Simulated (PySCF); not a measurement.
These are r2SCAN-D4/def2-TZVP in PySCF 2.14.0 values and carry that method's errors. Isolated molecules, 0 K electronic values unless said otherwise. Excitations are Tamm–Dancoff values on a coarser integration grid. The basis has no diffuse functions, so Rydberg states are missing or too high.

Reference species (SMILES): `ClBCl` (neutral, multiplicity 1).

```json
{
 "LUMO": "-2.40 eV",
 "HOMO–LUMO gap": "5.79 eV",
 "brightest of the four lowest singlets (TDA)": "7.17 eV"
}
```

Changed species: `ClB(Cl)Cl` (0 of 3 Cl replaced by H; the reference has 1 of 3 Cl replaced by H).

What does the change do to the LUMO, HOMO–LUMO gap and brightest of the four lowest singlets (TDA)?

the LUMO rises by 0.04 eV, to -2.36 eV; the HOMO–LUMO gap decreases by 0.13 eV, to 5.66 eV; the brightest of the four lowest singlets (TDA) increases by 0.07 eV, to 7.24 eV.
